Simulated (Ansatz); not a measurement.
## Worked example: Al$_{2}$H$_{2}$⁺ (H-bridged), doublet against Al2H2 (H-bridged), singlet

Geometry (PBE0/def2-TZVP stationary point of a singlet), kept for both states (Al2H2 (H-bridged), singlet: A'; Al2H2⁺ (H-bridged), doublet: A'):

```xyz
4

Al    0.0000    0.0925    1.2647
Al    0.0000   -0.0193   -1.3669
H     0.0000   -0.6882    2.6804
H     0.0000   -1.2711    0.0548
```

Basis cc-pVDZ; Ansatz 0.2.0. Only valence electrons are correlated (noble-gas cores frozen). Prefix R: restricted or restricted open-shell reference; prefix U: unrestricted.

Full CI isn't at hand for all of this; UCCSDTQ serves as the reference, and is uncertain by about the last step of the cluster series.

Unrestricted rows (U, and Kohn–Sham where it breaks symmetry) aren't spin-pure: their determinants' ⟨S²⟩ exceeds S(S+1) by up to 0.51, so they mix in states of higher spin.

```tsv
level	E(Al2H2 (H-bridged), singlet) (hartree)	E(Al2H2⁺ (H-bridged), doublet) (hartree)
UHF	-484.927284	-484.686453
UMP2	-485.034525	-484.773314
UCCSD(T)	-485.084169	-484.812366
PBE	-485.703459	-485.430163
wB97M-V	-485.944258	-485.670040
UCCSDTQ	-485.086116	-484.813758
```

Q: Give the vertical gap, Al2H2⁺ (H-bridged) doublet less Al2H2 (H-bridged) singlet, at each level in eV (1 hartree = 27.2114 eV), and each error against UCCSDTQ.

A: UCCSDTQ: (-484.813758 − (-485.086116)) × 27.2114 = 7.411 eV (the reference)
wB97M-V: (-485.670040 − (-485.944258)) × 27.2114 = 7.462 eV, error 0.051 eV
PBE: (-485.430163 − (-485.703459)) × 27.2114 = 7.437 eV, error 0.026 eV
UCCSD(T): (-484.812366 − (-485.084169)) × 27.2114 = 7.396 eV, error -0.015 eV
UMP2: (-484.773314 − (-485.034525)) × 27.2114 = 7.108 eV, error -0.303 eV
UHF: (-484.686453 − (-484.927284)) × 27.2114 = 6.553 eV, error -0.858 eV

Total energies of functionals can't be set beside those of wave-function methods, since they hold the core's correlation and their own absolute errors; only the differences compare.

In so small a basis the reference is far from its limit while semilocal and hybrid functionals are nearer theirs, so the functionals' errors here hold much of the reference's basis and frozen-core error, which can add to them or hide them.

Each level lands on the state that its own search finds. T1 diagnostics of restricted CCSD: 0.017 and 0.050.
